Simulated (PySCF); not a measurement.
Species: nitrosoethylene, C2H3NO.
Numbering: `[CH2:1]=[CH:2][N:3]=[O:4]` (hydrogens: H5, H6 on C1; H7 on C2)

Geometry (PBE0-D3(BJ)/def2-TZVP, Å), atoms numbered from 1 in this order:
```xyz
7
C2H3NO angstrom
C     -1.018   -0.151   -0.294
C      0.175    0.308    0.066
N      1.204   -0.652    0.255
O      2.261   -0.175    0.581
H     -1.861    0.507   -0.459
H     -1.158   -1.219   -0.426
H      0.432    1.353    0.228
```

Theory: TDDFT CAM-B3LYP/aug-cc-pVTZ, vertical, gas phase, core orbitals frozen in the response (PySCF). Geometry: PBE0-D3(BJ)/def2-TZVP, one conformer, isolated molecule.

Frontier orbitals with the atoms that hold most of them (Löwdin shares over 4%, at most four atoms; ? is withheld):

```csv
orbital,ε (eV),atoms
HOMO-3,-13.59,"C1 34%, O4 16%, N3 16%, H5 13%"
HOMO-2,-12.97,"C2 23%, O4 23%, N3 19%, C1 16%"
HOMO-1,-10.21,"C1 33%, C2 33%, O4 14%, N3 7%"
HOMO,?,?
LUMO,-1.70,?
LUMO+1,0.22,"H5 50%, H6 20%, H7 18%, C1 8%"
LUMO+2,0.62,"H7 32%, H6 30%, C1 19%, C2 15%"
```

Q: Give the leading atoms of the LUMO.

A: O4 (bonded to N) 31%; N3 (bonded to C and O) 30%; C1 (bonded to C and 2 H) 20%; C2 (bonded to C, N and H) 11%. By element: oxygen 31%, carbon 31%, nitrogen 30%.

Q: Give the leading atoms of the HOMO.

A: O4 (bonded to N) 48%; N3 (bonded to C and O) 39%; C2 (bonded to C, N and H) 8%.

Q: What is the HOMO energy, and the HOMO–LUMO gap?

A: ε(HOMO) = -8.29 eV; the gap is 6.59 eV (0.2422 hartree).

Q: How does S1 compare with the orbital gap of 6.59 eV?

A: S1 is at 1.59 eV (f = 0.0003), 5.00 eV below the gap, made of HOMO→LUMO (96%). Without the coupling terms of the response equations the lowest excitation would equal the gap.

Q: Give energy, strength and leading configuration of S1, S3 and S5, and follow the Löwdin shares of the leading atoms from the occupied to the empty orbital.

A: 
- S1 (1.59 eV, f 0.0003), HOMO→LUMO (96%): O4 48% → 31%, N3 39% → 30%
- S3 (5.77 eV, f 0.320), HOMO-1→LUMO (90%): C1 33% → 20%, C2 33% → 11%, O4 14% → 31%, N3 7% → 30%
- S5 (6.58 eV, f 0.0000), HOMO-2→LUMO (84%): C2 23% → 11%, O4 23% → 31%, N3 19% → 30%

Löwdin shares depend on the basis, the more so with diffuse functions.
